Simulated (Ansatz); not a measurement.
Compare A (`CC1(C=O)CO1`) with its isomer B (`O=CCC1CO1`).

Computed with Ansatz on PBE0-D4/def2-TZVP structures; ΔE is electronic, products minus reactants. CCSD(T)/CBS is the MP2 limit (def2-TZVPP, def2-QZVPP) plus CCSD(T) − MP2 in def2-TZVPP, frozen cores. Functionals use def2-TZVPP. B3LYP here is the variant with VWN-RPA as its local correlation; programs differ in this. Each species was taken in one conformer, which may not be the lowest.

Task: Which isomer does CCSD(T)/CBS put lower? Give the gap. (Estimate.)

Result: Ansatz gave: A, by 4.6 kcal/mol.

Task: Give E(B) − E(A) in kcal/mol with HF/def2-TZVPP, r2SCAN-D4, MP2/def2-TZVPP, B3LYP-D4, CCSD(T)/def2-TZVPP, PBE-D4, B2PLYP. (Estimate.)

Result: Ansatz gave: HF/def2-TZVPP 3.0, r2SCAN-D4 5.5, MP2/def2-TZVPP 5.2, B3LYP-D4 4.6, CCSD(T)/def2-TZVPP 4.7, PBE-D4 5.1, B2PLYP 4.6. None reverses the order clearly.

Largest T1 diagnostic: 0.013.

In def2-TZVPP, CCSD(T) changes the Hartree–Fock value by +1.7 kcal/mol (the triples alone add +0.5 kcal/mol) and MP2 by +2.2 kcal/mol.
